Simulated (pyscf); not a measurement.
Structures and frequencies: ωB97X-D3(BJ)/def2-SVP in PySCF.

**Question.** PBE/def2-TZVP puts the barrier of H₂N–V(=O)(F)–F + HF → O=V(F)(F)–F + NH₃ (four-centre exchange; singlet surface; N–V, F–H broken, F–V, H–N formed) at 0.21 eV and the reaction energy at -0.56 eV, from the separated reactants. What do B3LYP-D3(BJ)/def2-TZVP, M06-2X/def2-TZVP, ωB97M-D3(BJ)/def2-TZVP give on the same structures?

**Answer.** B3LYP-D3(BJ): ΔE‡ = 0.34 eV, ΔE = -0.46 eV; M06-2X: ΔE‡ = 0.38 eV, ΔE = -0.33 eV; ωB97M-D3(BJ): ΔE‡ = 0.37 eV, ΔE = -0.47 eV. PBE's barrier lies under all of them, by 0.14 to 0.17 eV. Its reaction energy lies under all of them, by 0.09 to 0.23 eV. On the product side the descent ends in an adduct with a N–V contact, 0.87 eV under the separated species and 1.66 eV under the saddle at ωB97X-D3(BJ)/def2-TZVP. What is counted as broken (N–V) persists as a longer contact in the product adduct; parting that adduct is a step of its own. One saddle was located; it need not be the lowest between these sides.
